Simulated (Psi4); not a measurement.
**P2N2 (SMILES N#P.N#P): PBE-D3M(BJ)/cc-pVDZ (density fitting, counterpoise nocp, fragments set)**

We compute the interaction energy of P2N2. The job is set up through a Python script.

The calculation is run with Psi4 1.11.

6 further runs of the same task are left out: 6 set aside as unsound or not needed. Runs told in other sessions of the task aren't counted.

## (1) The molecule

P2N2: 4 atoms, total charge 0, spin state singlet. SMILES: `N#P.N#P`. Geometry: relaxed at GFN2-xTB.

Bond lengths: N1–P2 1.488 Å, N1–P4 1.889 Å, N3–P4 1.483 Å. Angles: P2–N1–P4 135.2°, N1–P4–N3 105.1°.

## (2) The interaction energy at PBE-D3M(BJ)/cc-pVDZ (density fitting, counterpoise nocp, fragments set)

job.py

```python
import psi4

psi4.set_memory('1600 MB')
psi4.set_num_threads(1)
psi4.core.set_output_file('run.log', False)

molecule = psi4.geometry("""
0 1
N     -0.465990     0.749660     0.269290
P     -0.370980     0.870290     1.749040
--
0 1
N      1.144850    -0.954500    -1.045950
P     -0.307880    -0.665450    -0.972390
units angstrom
symmetry c1
no_reorient
no_com
""")

options = {'basis': 'cc-pVDZ', 'df_scf_guess': False}
psi4.set_options(options)

energy_value = psi4.energy("pbe-d3m(bj)", bsse_type='nocp')
print(f'total energy {energy_value:.8f} hartree = {energy_value * 27.211386:.5f} eV')
```

Run with:

```sh
$ python job.py
```

Q: Predict the results. Wanted: interaction energy.

Answer, from the run:

At PBE-D3M(BJ)/cc-pVDZ (density fitting, counterpoise nocp, fragments set):

| quantity | value |
| --- | --- |
| interaction energy | 41.18 kJ/mol |
